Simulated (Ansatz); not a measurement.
```yaml
crystal:
  periodic: [false, false, false]
  atoms:
    - {symbol: O, position_ang: [-1.620397, -0.146495, -0.001885]}
    - {symbol: O, position_ang: [-0.443143, 0.393999, 0.003203]}
    - {symbol: S, position_ang: [1.029640, -0.123497, -0.000657]}
basis:
  gaussian: {orbitals: def2-TZVP}
magnetization: {spin_polarized: true, initial_magnetization: 2}
hamiltonian: {xc: pbe0}
relax: {f_tol: 0.004, max_steps: 80}
```

```sh
$ ansatz run in.yaml --threads 1 --pin off --events-out ev --progress --plain --max-ram 2176MiB
```

Steps of the relaxation (energy above the last step; positions in Å, forces in eV/Å):

```
3
step 1, 163.8 meV
O    -1.620   -0.146   -0.002    0.281    0.241    0.002
O    -0.443    0.394    0.003   -1.483    0.091    0.000
S     1.030   -0.123   -0.001    1.202   -0.332   -0.002
```

```
3
step 2, 148.0 meV
O    -1.623   -0.144   -0.002    0.295    0.187    0.002
O    -0.449    0.391    0.003   -1.150    0.068    0.000
S     1.038   -0.123   -0.001    0.855   -0.255   -0.002
```

```
3
step 3, 127.8 meV
O    -1.622   -0.137   -0.002   -0.253   -0.166   -0.002
O    -0.469    0.386    0.003    0.048    0.273    0.002
S     1.057   -0.125   -0.001    0.205   -0.107   -0.001
```

```
3
step 5, 123.3 meV
O    -1.622   -0.146   -0.002    0.062   -0.022    0.000
O    -0.473    0.403    0.003   -0.047    0.055    0.000
S     1.061   -0.133   -0.001   -0.015   -0.033    0.000
```

```
3
step 6, 121.7 meV
O    -1.615   -0.156   -0.002    0.028   -0.023    0.000
O    -0.478    0.422    0.003    0.001    0.040    0.000
S     1.059   -0.142   -0.001   -0.028   -0.017    0.000
```

```
3
step 7, 116.4 meV
O    -1.598   -0.178   -0.002    0.073   -0.056    0.000
O    -0.488    0.464    0.004   -0.021    0.106    0.001
S     1.052   -0.162   -0.001   -0.052   -0.050    0.000
```

```
3
step 11, 35.9 meV
O    -1.521   -0.255   -0.003    0.500    0.291    0.003
O    -0.499    0.599    0.005   -0.128   -0.408   -0.004
S     0.987   -0.221   -0.002   -0.372    0.118    0.001
```

```
3
step 12, 22.8 meV
O    -1.494   -0.262   -0.003    0.285    0.098    0.001
O    -0.496    0.610    0.005   -0.226   -0.029    0.000
S     0.956   -0.224   -0.002   -0.059   -0.070   -0.001
```

```
3
step 14, 19.1 meV
O    -1.374   -0.297   -0.003   -0.625   -0.134   -0.001
O    -0.515    0.683    0.006    0.266    0.018    0.000
S     0.855   -0.262   -0.002    0.359    0.115    0.001
```

```
3
step 16, 0.1 meV
O    -1.415   -0.283   -0.003   -0.019   -0.011    0.000
O    -0.514    0.659    0.005   -0.021    0.031    0.000
S     0.895   -0.252   -0.002    0.040   -0.020    0.000
```

```
3
step 18, 0.0 meV
O    -1.416   -0.282   -0.003    0.000    0.001    0.000
O    -0.515    0.658    0.005    0.001   -0.003    0.000
S     0.898   -0.252   -0.002   -0.001    0.002    0.000
```

Close pairs at the end: O1–O2 1.303 Å, O2–S3 1.681 Å, O1–S3 2.314 Å.

A stationary point of unrestricted PBE0 after 18 steps, with ⟨S²⟩ = 2.012 against 2.00 for a pure state; no frequencies were run, so it isn't proven a minimum. 4.6 min on 1 thread of Arm Neoverse N1, shared host.
